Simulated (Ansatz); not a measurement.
Ansatz (a first-principles code) input (RI-MP2/cc-pVTZ):
A basis named .json is the Basis Set Exchange file of that set.

Ansatz 0.2 input:
```yaml
crystal:
  periodic: [false, false, false]
  atoms:
    - {symbol: C, position_ang: [-0.00677442, 1.13492425, 0.30903550]}
    - {symbol: C, position_ang: [0.00621328, -1.13287317, 0.31648329]}
    - {symbol: C, position_ang: [0.74276151, 0.00321406, -0.31659517]}
    - {symbol: C, position_ang: [-0.74219232, -0.00529457, -0.31789940]}
    - {symbol: H, position_ang: [-0.00831064, 1.23676748, 1.39372236]}
    - {symbol: H, position_ang: [-0.01170322, 2.07740938, -0.22784986]}
    - {symbol: H, position_ang: [0.00580282, -1.22760088, 1.40181571]}
    - {symbol: H, position_ang: [0.01209977, -2.07885887, -0.21420004]}
    - {symbol: H, position_ang: [1.42548386, 0.00439170, -1.14856569]}
    - {symbol: H, position_ang: [-1.42342090, -0.01193223, -1.15106786]}
basis:
  gaussian:
    orbitals: cc-pVTZ
    fitting: {mean_field: def2-universal-jkfit, correlation: cc-pVTZ-RIFIT.json}
magnetization: {spin_polarized: false}
correlation: {method: mp2, electrons: outside_noble_gas}
```

End of the output:

```
integrals: 0.16 GiB planned
408 factors; integrals over basis functions are off by at most 9.1e-1 eV
mean field: 0.41 GiB planned
mean field evaluation 1: about -4212.8687 eV, gradient 3.2e1 eV
mean field evaluation 2: about -4215.1972 eV, gradient 1.4e1 eV
mean field evaluation 4: about -4215.7227 eV, gradient 4.0e-1 eV
mean field evaluation 8: about -4215.7234 eV, gradient 1.5e-6 eV
mean field -4215.72339388 eV, -154.9249772051 hartree, gradient 1.5e-6 eV, S^2 0.000000; 0 other end points of the search recorded, 0 dependent functions left out
4 core orbitals not correlated
504 factors; their error is unknown
reference -4215.72339388 eV, -154.9249772051 hartree; 11, 11 occupied and 189, 189 virtual orbitals, 504 factors
second order -18.19405279 eV of doubles, -0.00000000 eV of singles
Total energy: -4233.91744667 eV, -155.5935963128 hartree
```
